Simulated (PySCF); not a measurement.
**Working with the constants of P₂**

RHF-CCSD(T) constants of P₂, ¹Σg⁺ (singlet), closed shell (P aug-cc-pV(D+d)Z; no relativity (PySCF 2.14); masses 30.9738 and 30.9738 u):

```
ωe              : 757.2 cm⁻¹
ωexe            : 2.91 cm⁻¹
Be              : 0.29265 cm⁻¹
αe              : 0.00146 cm⁻¹
D (centrifugal) : 1.75e-07 cm⁻¹
De to P + P     : 4.11 eV
```

Task: Estimate the standard entropy (1 bar) and heat capacity of the ideal gas at 1500 K, rigid rotor with B0 and harmonic oscillator at the fundamental.

Result: Translation (Sackur–Tetrode, M = 61.95 u): 193.9 J/(mol K). Rotation: q = kT/(σB0) = 1790 with σ = 2, 70.6. Vibration: x = hcν0/kT = 0.721, 11.22. S° = 275.7 J/(mol K); Cp = 7R/2 + 7.96 = 37.1 J/(mol K).

Measured values (Huber and Herzberg, Constants of Diatomic Molecules (1979)): ωe = 780.77 cm⁻¹, ωexe = 2.835 cm⁻¹, Be = 0.30362 cm⁻¹, αe = 0.00149 cm⁻¹.

Correlated steps freeze 10 core orbitals. Correlated levels converge slowly with the basis: in double zeta they bind strong bonds too weakly, by up to about 1 eV, and carry superposition errors of some tenths. Where the molecule has an RHF reference, its open-shell atoms are computed with UHF.
